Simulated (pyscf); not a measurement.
`[CH3][CH3]` + `[OH][Zn]` [doublet] -> `[CH3][Zn][OH]` + `[CH3]` [doublet], a substitution at C (doublet surface; C–C broken, C–Zn formed). Single points on ωB97X-D3(BJ)/def2-SVP structures (PySCF, gas phase). Energies in kcal/mol from the separated reactants.

Small-basis levels: PySCF, no dispersion term, spherical d functions. Open shells are spin-unrestricted. 

Q: Quick B3LYP/6-31G*+LANL2DZ single points give ΔE‡ = 50.0 kcal/mol and ΔE = +32.2 kcal/mol. What does ωB97M-D3(BJ)/def2-TZVP give, and how far is the quick result from it?

A: ωB97M-D3(BJ)/def2-TZVP gives ΔE‡ = 48.7 kcal/mol and ΔE = +20.9 kcal/mol. B3LYP/6-31G*+LANL2DZ lies 1.4 kcal/mol over it in the barrier and 11.3 kcal/mol over it in the reaction energy, so on this step it does not hold to within 3.0 kcal/mol. ωB97M-D3(BJ)/def2-TZVP has limits of its own. This is the saddle that the search found; another between the same sides may lie lower. The angle at the attacked C is 176°. In the def2 sets elements up to Kr have no core potential.
